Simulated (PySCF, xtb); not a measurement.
## Relaxing a trial structure of HOSi2−

The starting geometry of this gas-phase singlet has its atoms placed at random.

```xyz
4

O    -0.6069    0.9248   -1.4310
Si    0.0338   -0.5075   -1.1843
Si    0.5835    1.6238   -0.1940
H    -0.3686   -0.3216    0.0178
```

One run relaxed it with r2SCAN-D4/def2-SVPD. What is a likely outcome?

It ends as a structure given below by its coordinates. Distances that change by over a tenth: O1–Si2 (1.59 → 1.90 Å), Si2–H4 (1.28 → 1.57 Å).

The energy falls by 2.30 eV over 11 steps:

```csv
step,E − E(last) (eV)
1,2.302
2,0.960
3,0.204
4,0.044
5,0.012
7,0.002
8,0.000
9,0.000
10,0.000
11,0.000
```

Final geometry (Å):

```yaml
atoms:
  - { symbol: O, position_ang: [-0.6411, 1.2072, -1.4690] }
  - { symbol: Si, position_ang: [0.2074, -0.4544, -1.1078] }
  - { symbol: Si, position_ang: [0.5908, 1.7293, -0.4409] }
  - { symbol: H, position_ang: [-0.5408, -0.7482, 0.2367] }
```

From the same start GFN2-xTB ends elsewhere, in pieces: OSi2 + H.

From so rough a start the end depends on the optimiser's path, so another program may land elsewhere. The end wasn't checked by frequencies. Run with PySCF 2.14.0, 57 s on 2 threads of Intel(R) Xeon(R) 6975P-C (Granite Rapids), with other jobs on the host.
